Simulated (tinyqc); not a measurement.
Inside a calculation. Method: extended Hueckel theory, for NH3. One step of it, computed by the program tinyqc.

Problem. Mulliken analysis. P = C n C^T; charge = valence electrons (N 5, H 1) minus the sum of (P S)_ii on the atom; overlap population = 2 sum P_ij S_ij between two atoms.

coefficients, order 1N 2s, 1N 2px, 1N 2py, 1N 2pz, 2H 1s, 3H 1s, 4H 1s:
```
[[0.712467, 0.000117, 0.000000, 0.015606, 0.001741, 0.000000, 1.425601],
 [0.000058, 0.619738, 0.000000, -0.000010, 1.137490, 0.000000, -0.002656],
 [0.000000, 0.000000, 0.619919, 0.000000, 0.000000, 1.137520, 0.000000],
 [0.002772, 0.000009, 0.000000, 0.999686, -0.000052, 0.000000, -0.045899],
 [0.167088, 0.438890, 0.000000, -0.005396, -1.089969, 0.000000, -0.763856],
 [0.167252, -0.219311, 0.379953, -0.005389, 0.543263, -0.943388, -0.767590],
 [0.167252, -0.219311, -0.379953, -0.005389, 0.543263, 0.943388, -0.767590]]
```

occupations: [2.000000, 2.000000, 2.000000, 2.000000, 0.000000, 0.000000, 0.000000]

overlap S, order 1N 2s, 1N 2px, 1N 2py, 1N 2pz, 2H 1s, 3H 1s, 4H 1s:
```
[[1.000000, 0.000000, 0.000000, 0.000000, 0.527093, 0.527541, 0.527541],
 [0.000000, 1.000000, 0.000000, 0.000000, 0.467411, -0.233989, -0.233989],
 [0.000000, 0.000000, 1.000000, 0.000000, 0.000000, 0.404886, -0.404886],
 [0.000000, 0.000000, 0.000000, 1.000000, -0.016374, -0.016394, -0.016394],
 [0.527093, 0.467411, 0.000000, -0.016374, 1.000000, 0.188380, 0.188380],
 [0.527541, -0.233989, 0.404886, -0.016394, 0.188380, 1.000000, 0.188737],
 [0.527541, -0.233989, -0.404886, -0.016394, 0.188380, 0.188737, 1.000000]]
```

Give: charges; Overlap populations.

Solution.

charges: [-0.6913, 0.2304, 0.2305, 0.2305]

Overlap populations:
```
pair      value
2-1    0.759800
3-1    0.760211
3-2   -0.051449
4-1    0.760211
4-2   -0.051449
4-3   -0.051536
```
